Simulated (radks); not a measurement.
# P³⁺ in [He] 2s1 2p6 3s2 4s1: an all-electron calculation

The task here is to estimate one member of a computed series from the others.

Program: radks (a radial shooting solver on a logarithmic mesh, Libxc functionals) version 1. Level of theory: Dirac Kohn-Sham, LDA (Slater exchange, Perdew-Zunger correlation), spin-unpolarised, spherical densities, finite nucleus. These are calculated values, not measurements, unless marked.

## Starting point

* element: phosphorus (Z = 15)
* charge: +3
* electrons: 12
* configuration: [He] 2s1 2p6 3s2 4s1
* nuclear rms radius: 3.1889 fm

Outer shells as boxes (Hund's rule):

P³⁺
```
[He] core
2s [↑ ]
2p [↑↓][↑↓][↑↓]
3s [↑↓]
4s [↑ ]
```

Set-up of the first run:

Input:

```text
Z 15
configuration [He] 2s1 2p6 3s2 4s1 3p0 3d0 5s0 4f0
relativity Dirac
functional lda,pz
spin unpolarised
j_filling energy
nucleus finite rms 3.1889 fm
c 137.035999084
```

One of the session's tables, all rows but one given; the rest of the session is left out.

It belongs to the step «Radial structure». From the orbitals of this run (lengths in bohr):

```
level     <r>  outermost maximum (interpolated)  90 % within  nodes
1s1/2  0.1038                            0.0678        0.185      0
2s1/2  0.5087                             0.415        0.796      1
2p1/2  0.4659                             0.346        0.774      0
2p3/2  0.4679                             0.347        0.777      0
3s1/2   1.537                              1.37         2.27      2
3p1/2   1.644                              1.44         2.47      1
3p3/2   1.648                              1.44         2.48      1
3d3/2   1.834                              1.49         2.88      0
3d5/2   1.835                              1.49         2.88      0
4s1/2       ?                                 ?            ?      ?
4f5/2   4.183                              3.72         6.11      0
4f7/2   4.183                              3.72         6.11      0
5s1/2   6.115                              6.19         8.55      4
```

Q: Estimate the row for 4s1/2 from the others.

The run gave: <r>: 3.430; outermost maximum (interpolated): 3.29; 90 % within: 4.87; nodes: 3. In the column «<r>» it lies between 3d5/2 (1.835) and 4f5/2 (4.183).
